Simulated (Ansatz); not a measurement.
A made-up structure of BSiH$_{3}$Cl (charge +1), singlet:

```tsv
atom	x (Å)	y (Å)	z (Å)
B1	-0.0473	-0.1194	0.8814
Si2	-0.0412	-0.0408	-1.1256
Cl3	0.7152	1.2957	1.8171
H4	-1.1451	0.5766	-1.7711
H5	1.0742	-0.5915	-1.8105
H6	-0.4751	-0.9524	1.5489
```

It is relaxed with PBE-D4/def2-SVP and then PBE0-D4/def2-TZVP (Ansatz 0.2.0). Atoms count as bonded within 1.22 times the sum of their covalent radii (H–H: 0.88 Å). The end point is not checked to be a true minimum.

Q: Does its bonding change? (A judgement: the text doesn't fix the answer.)

A: By the calculation: Yes. Formed: Si2–Cl3; broken: none.

Where it ends: The first stage lowers the energy by 0.62 eV in 11 steps. It ends as BSiH₃Cl ([BH]1[SiH2][Cl]1), total charge +1:
```xyz
6
angstrom
B -0.2030 -0.4170 0.9445
Si -0.0259 -0.0173 -0.9552
Cl 0.6330 1.1699 0.9404
H -1.0332 0.8202 -1.6287
H 1.2154 -0.3643 -1.6683
H -0.5056 -1.0232 1.9075
```

Labels in which every atom is bracketed show which atoms are joined, not bond orders.

For scale, one of the runs: PBE0-D4/def2-TZVP relaxation, 123 basis functions, launched by `ansatz run in.yaml --threads 2 --pin off --events-out ev --progress --plain --max-ram 4352MiB`. Hardware: 2 CPU threads of an Arm Neoverse V2, shared host. Wall time about 14 s.
